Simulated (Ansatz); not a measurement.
Stepwise reaction of BH₃ with hydrogen fluoride, as a gas-phase model of exchange steps in deposition or etching. ΔE in kJ/mol; ΔG adds harmonic PBE0-D4 terms to CCSD(T)/CBS, at 1 bar.

Isolated molecules relaxed with PBE0-D4/def2-TZVP in Ansatz; ΔE leaves out vibrations. CBS: MP2 limit from def2 TZ/QZ plus the TZ coupled-cluster correction, frozen cores. This one scheme is used for every species. Functionals use def2-TZVPP. B3LYP here is the variant with VWN-RPA as its local correlation; programs differ in this.

```csv
step,reaction,PBE-D4,B3LYP-D4,ωB97M-V,CCSD(T)/CBS,ΔG(600 K)
1,BH₃ + H–F → `BF` + H₂,-136.0,-135.3,-133.6,-126.4,-129.1
2,`BF` + H–F → `FBF` + H₂,-146.4,-147.8,-147.8,-140.8,-138.7
3,`FBF` + H–F → `FB(F)F` + H₂,-114.2,-118.2,-118.7,-112.3,-105.0
```

Q: By hand: ΔE of the 3 steps together at CCSD(T)/CBS.

A: (-126.4) + (-140.8) + (-112.3) = -379.5 kJ/mol, or -126.5 kJ/mol a step.

In ΔE step 2 is the lowest and step 3 the highest. All are downhill at CCSD(T)/CBS. ΔG lies between -138.7 and -105.0 kJ/mol a step. PBE-D4 differs from CCSD(T)/CBS by -9.6 to -1.9 kJ/mol a step. Isolated molecules leave out the surface, adducts and barriers. Largest T1 diagnostic: 0.013.
